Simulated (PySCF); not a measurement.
Point-charge models of hydrogen chloride, `Cl` against its computed dipole.

Coordinates (GFN2-xTB, Å) and charges (e) from the PBE0/pcSseg-1 density (PySCF):

```tsv
atom	x	y	z	Mulliken	IAO	Hirshfeld	ESP-fitted
Cl1	0.640	-0.003	-0.003	-0.2276	-0.2124	-0.1251	-0.2603
H2	-0.637	0.004	-0.011	+0.2276	+0.2124	+0.1251	+0.2603
```

Task: Form Σ q r in debye for every column and set it beside the full dipole.

Result: The full density gives (-1.46, 0.01, -0.01) D, 1.46 D in size; dipole vectors point from the negative to the positive end.

```tsv
scheme	μx	μy	μz	size (D)	share of the full size (%)	angle to the full dipole (°)
Mulliken	-1.40	0.01	-0.01	1.40	96	0
IAO	-1.30	0.01	-0.01	1.30	89	0
Hirshfeld	-0.77	0.00	0.00	0.77	53	0
ESP-fitted	-1.60	0.01	-0.01	1.60	110	0
```

Task: Which set comes closest?

Result: Length of the difference vector: Mulliken 0.06 D, ESP-fitted 0.14 D, IAO 0.16 D, Hirshfeld 0.69 D. Closest: Mulliken. 

Task: What is left for the Hirshfeld atoms' own dipoles?

Result: The Hirshfeld atoms' densities add up to the full density, so μ = Σ q r + Σ (atomic dipoles). The atomic dipoles sum to (-1.46, 0.01, -0.01) − (-0.77, 0.00, 0.00) = (-0.69, 0.01, -0.01) D, 0.69 D in size.

Task: Give the size of the full dipole in other units.

Result: 1.46 D = 0.574 au = 0.304 e·Å = 4.86 × 10⁻³⁰ C·m.

Geometry: GFN2-xTB; no solvent, vibrations or thermal averaging.

The run behind these numbers computed NMR shieldings as well. The run took 1.1 s of wall time on x86-64 server, one thread, on a shared host.
